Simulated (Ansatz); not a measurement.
This geometry of CH5NOS (9 atoms, charge 0, multiplicity 1) is a first-order saddle point.

These are results of RHF/def2-SVP in Ansatz, not measurements.

```xyz
9
Properties=species:S:1:pos:R:3
N -0.403 1.459 -0.315
C 0.309 0.215 -0.194
O -0.491 -0.635 0.584
S 0.072 -2.153 0.873
H -1.087 1.519 0.418
H 0.212 2.246 -0.228
H 1.288 0.328 0.284
H 0.469 -0.238 -1.177
H -0.368 -2.741 -0.246
```

Which two structures does it join? (They come from a converged band through this point; their orientation in space is the band's.)

No bond is made or broken. The dihedral H6–N1–C2–O3 goes from 61 to -162°.

First end point:

```xyz
9
Properties=species:S:1:pos:R:3
N -0.159 1.556 -0.227
C 0.335 0.234 -0.249
O -0.349 -0.575 0.694
S 0.196 -2.111 0.914
H -1.138 1.585 -0.448
H -0.033 1.977 0.676
H 1.400 0.228 -0.016
H 0.198 -0.194 -1.245
H -0.450 -2.701 -0.101
```

Last end point:

```xyz
9
Properties=species:S:1:pos:R:3
N -0.499 1.437 -0.133
C 0.211 0.203 -0.130
O -0.555 -0.727 0.592
S 0.126 -2.194 0.882
H -0.448 1.906 0.752
H -0.178 2.054 -0.854
H 1.209 0.251 0.323
H 0.331 -0.135 -1.163
H -0.197 -2.795 -0.270
```

How far does it lie above each of them?

0.31 eV above the first and 0.07 eV above the second. This is the barrier of this one path; another mechanism may lie lower.

Run time: 73 s on 1 thread of Arm Neoverse N1, on a shared host, peak memory 0.15 GiB.
